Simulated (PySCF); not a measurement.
Broadened absorption spectrum of F3NS

F3NS.
Geometry (PBE0-D3(BJ)/def2-SVP, Å), atoms numbered from 1 in this order:
```xyz
5
F3NS angstrom
N     -1.6712    0.4056   -0.0410
S     -1.3903    0.5041   -1.4315
F     -0.2847   -0.3780   -2.1594
F     -2.4750    0.2237   -2.5601
F     -0.8965    1.8466   -2.1276
```

Theory: PySCF, TDDFT wB97X-D/def2-SVPD, vertical, gas phase, core orbitals frozen in the response.

Broadening: Gaussians 0.3 eV wide at half height, area fixed by f = 4.319×10⁻⁹ ∫ε dν̃. The width is an assumption, not a result. The curve ends short of the highest state used, and states not computed would add to its high-energy end.

```
E (eV)  ε (L mol⁻¹ cm⁻¹)
  5.66                10
  5.82               386
  5.97              2847
  6.13              5202
  6.28              2185
  6.44               188
  6.59                 5
  6.75                 0
  6.90                 0
  7.06                 0
  7.21                 0
  7.37                 0
  7.52                 0
  7.68                26
  7.83               416
  7.99              1771
  8.14              1647
  8.30               331
  8.46                14
  8.61                 0
  8.77                 0
  8.92                 0
  9.08                 0
  9.23                 0
```

Task: Where are the band maxima, and which computed states make them?

Result: 203 nm (6.11 eV), ε about 5300, made up of S1 (50%) and S2 (50%); 154 nm (8.06 eV), ε about 2000, made up of S6 (100%) (ε in L mol⁻¹ cm⁻¹; maxima over ε = 5, shares over 10%). At its high-energy end, 9.23 eV, the curve is still rising (ε about 0.13, from S8 and S9). The states used: S1 6.11 eV (f 0.029); S2 6.11 eV (f 0.029); S3 7.57 eV (f 0.0000); S4 7.97 eV (f 0.0000); S5 7.97 eV (f 0.0000); S6 8.06 eV (f 0.023); S7 9.37 eV (f 0.0000); S8 9.83 eV (f 0.049); S9 9.83 eV (f 0.051).

Task: What would ε be at 6.11 eV, the highest of these maxima, with half the width (0.15 eV)?

Result: About 10500 L mol⁻¹ cm⁻¹ against 5260, a factor of about 2.00; a lone state at its own centre would give exactly 2.

Task: On this curve, what absorbance would a 10⁻⁴ mol/L sample give at 193 nm over a 1 cm path?

Result: 193 nm is 6.424 eV, where ε is about 260 L mol⁻¹ cm⁻¹, so A = ε c l ≈ 0.026 (Beer–Lambert, with the gas-phase spectrum and the assumed width).

Task: Coming from long wavelengths, where does ε first pass 100 L mol⁻¹ cm⁻¹?

Result: At about 216 nm (5.75 eV), 0.36 eV below S1.

The vertical ionisation energy (ΔSCF) is 12.69 eV, 2.86 eV above S9.

Hardware: x86-64 server, one thread, no GPU, on a shared host. Cost: 8.5 s wall.
